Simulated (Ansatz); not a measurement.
in.yaml

```yaml
crystal:
  periodic: [false, false, false]
  atoms:
    - {symbol: Se, position_ang: [0.000000, -0.011708, 0.000000]}
    - {symbol: H, position_ang: [0.000000, 0.458578, -1.389386]}
    - {symbol: H, position_ang: [0.000000, 0.458570, 1.389389]}
basis:
  gaussian: {orbitals: aug-cc-pVDZ}
magnetization: {spin_polarized: true, initial_magnetization: 0}
correlation: {method: mp2, electrons: valence}
scf: {lower_state_search: light}
output: {forces: true}
```

```sh
$ ansatz run in.yaml --threads 1 --pin off --events-out ev --progress --plain --max-ram 2393MiB
```

Output:

```
575 factors; integrals over basis functions are off by at most 1.0e-3 eV
mean field evaluation 1: about -65331.5434 eV, gradient 7.6e0 eV
mean field evaluation 2: about -65331.5436 eV, gradient 7.6e0 eV
mean field evaluation 4: about -65332.1250 eV, gradient 8.7e-1 eV
mean field evaluation 8: about -65332.1449 eV, gradient 5.4e-4 eV
mean field -65332.14489712 eV, -2400.9120412510 hartree, gradient 2.1e-6 eV, S^2 0.000000; 0 other end points of the search recorded, 0 dependent functions left out
9 core orbitals not correlated: weight in the atoms' cores, before any rotation towards them, 1.000 or more for the frozen orbitals, at most 0.000 for the correlated occupied ones
reference -65332.14489712 eV, -2400.9120412510 hartree; 9, 9 occupied and 36, 36 virtual orbitals, 575 factors
second order -4.34477894 eV of doubles, -0.00000000 eV of singles
the calculation of the forces begins
Total energy: -65336.48967607 eV, -2401.0717089321 hartree
Atom 0 at     0.000000    -0.011708     0.000000 Å, force    -0.000000    -4.132146    -0.000012 eV/Å
Atom 1 at     0.000000     0.458578    -1.389386 Å, force    -0.000000     2.066071     0.736396 eV/Å
Atom 2 at     0.000000     0.458570     1.389389 Å, force     0.000000     2.066075    -0.736384 eV/Å
Dipole moment:    -0.000000     0.200796     0.000001 e Å
```

Forces (eV/Å):
```
Se   0.000 -4.132  0.000
H    0.000  2.066  0.736
H    0.000  2.066 -0.736
```

Ran on 1 thread of AMD EPYC 7B13, shared host: 1.3 s wall, 0.15 GiB peak host memory.
